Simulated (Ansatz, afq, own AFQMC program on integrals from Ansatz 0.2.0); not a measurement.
**B2, triplet in cc-pVDZ, levels against full CI**

```xyz
2

B     0.0000    0.0000    0.0000
B     0.0000    0.0000    2.4630
```

Basis cc-pVDZ. Noble-gas cores (and the filled d shells of Ga–Kr and In–Xe) are frozen. Integrals, coupled cluster, full CI and functionals: Ansatz 0.2.0; the random walks run on the same integrals in our own AFQMC program. ph-AFQMC/CISD is guided by a CISD state made of CCSD amplitudes; releasing the constraint for a short imaginary time cuts its bias at the price of noise, slowly where states lie close. Uncertainties: one standard error, sampling alone.

Determinant: UHF, the one that the program's search chose, which needn't be the lowest solution. The geometry is a point of a scan.

Full CI on the same integrals is exact in this basis and with this determinant's frozen core.

Cautions: lower spins were not checked; the search met a lower determinant of the same kind, perhaps of another symmetry (211 meV lower), and this one is a saddle point; unrestricted determinant slightly spin contaminated (⟨S²⟩ 2.05 against 2.00); the CCSD(T) amplitudes may be one of several solutions (largest double 0.17); the CCSDT(Q) amplitudes may be one of several solutions (largest double 0.20); the CCSDTQ amplitudes may be one of several solutions (largest double 0.20); the released energies have errors that jump between times, so the bars are unsure, so no released level is given (meV from the phaseless value at times in 1/Eh: -18 ± 3 at 0.24, 850 ± 872 at 0.51, -48 ± 3 at 0.99, 88 ± 130 at 1.62, -235 ± 171 at 2.40).

The T1 diagnostic is 0.0326, the weight of the determinant in the CISD state is 0.836 and the ⟨S²⟩ of the determinant is 2.054. The size of the correlated space is 6 electrons in 26 orbitals.

Reference: full CI, correlation energy -4.242 eV.

```json
{"level": "HF", "E − E(reference) (kJ/mol)": "409.3", "share of correlation (%)": "0.00"}
{"level": "MP2", "E − E(reference) (kJ/mol)": "148.9", "share of correlation (%)": "63.62"}
{"level": "CCSD", "E − E(reference) (kJ/mol)": "28.6", "share of correlation (%)": "93.00"}
{"level": "CCSD(T)", "E − E(reference) (kJ/mol)": "9.3", "share of correlation (%)": "97.72"}
{"level": "CCSDT", "E − E(reference) (kJ/mol)": "1.4", "share of correlation (%)": "99.65"}
{"level": "CCSDT(Q)", "E − E(reference) (kJ/mol)": "0.2", "share of correlation (%)": "99.96"}
{"level": "CCSDTQ", "E − E(reference) (kJ/mol)": "0.0", "share of correlation (%)": "100.00"}
{"level": "ph-AFQMC/HF", "E − E(reference) (kJ/mol)": "45.6 ± 3.5", "share of correlation (%)": "88.86"}
{"level": "ph-AFQMC/CISD", "E − E(reference) (kJ/mol)": "10.9 ± 0.3", "share of correlation (%)": "97.34"}
```

CCSDT and higher add their correlation energy to the determinant of the CCSD(T) run, since their own runs factorise the integrals more tightly (a shift of under 2 meV).
